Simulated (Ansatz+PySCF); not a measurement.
# singlet Li2: levels of theory in one basis

```csv
atom,x (Å),y (Å),z (Å)
Li,0.0000,0.0000,-2.8568
Li,0.0000,0.0000,2.8568
```

Basis set: 6-31G (spherical functions). All electrons are correlated. Charge 0, multiplicity 1.

Computed with Ansatz (development build ahead of 0.2.0); each method stands on the lowest determinant of its kind that the runs found.

```
                            method  E − E(RHF) (eV)  <S²> of the determinant
                               RHF             0.00                     0.00
                               UHF            -1.39                     0.99
                           RHF-MP2            -0.74                        –
                           UHF-MP2            -1.41                     0.99
                          RHF-CCSD            -1.44                        –
                       RHF-CCSD(T)            -1.45                        –
                       UHF-CCSD(T)            -1.44                     0.99
full CI (lowest root of this spin)            -1.44                        –
```

At such a shape the full CI root can have another spatial symmetry than the determinants, so the rows needn't describe one state.

Question: Is a single determinant a sound starting point here?

Answer: It is doubtful. Unrestricted orbitals lower Hartree–Fock by 1.39 eV and <S²> is 0.99 where a pure state has 0.00, a sign of strong static correlation.

Caution for RHF, RHF-MP2, RHF-CCSD, RHF-CCSD(T): an unrestricted determinant lies well below. Caution for UHF, UHF-MP2, UHF-CCSD(T): the unrestricted determinant is a mixture of spin states; the determinant may break the point group. Caution for RHF-MP2, UHF-MP2, UHF-CCSD(T): large amplitudes, a single reference is doubtful. Caution for RHF-MP2: the program doubts this total. Caution for RHF-CCSD, RHF-CCSD(T): very large amplitudes, the method is breaking down; the amplitudes may be one of several solutions.
